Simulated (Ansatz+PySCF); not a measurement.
# doublet C₃H₇: levels of theory in one basis

```xyz
10

C     0.0107    0.5421    0.0000
C     0.0107   -0.2015    1.2916
C     0.0107   -0.2015   -1.2916
H    -0.3264    1.5736    0.0000
H     0.2179    0.4574    2.1385
H     0.2179    0.4574   -2.1385
H    -0.9411   -0.6776    1.4811
H     0.7637   -0.9971    1.2862
H     0.7637   -0.9971   -1.2862
H    -0.9411   -0.6776   -1.4811
```

Basis set: cc-pVTZ (spherical functions). Correlated methods keep 3 orbitals frozen. Correlation on ROHF uses semicanonical orbitals with singles. Charge 0, multiplicity 2.

Computed with Ansatz (development build ahead of 0.2.0); each method stands on the lowest determinant of its kind that the runs found.

| method | E − E(ROHF) (eV) | <S²> of the determinant |
| --- | --- | --- |
| ROHF | 0.00 | 0.75 |
| UHF | -0.13 | 0.76 |
| ROHF-MP2 | -13.87 | – |
| UHF-MP2 | -13.85 | 0.76 |
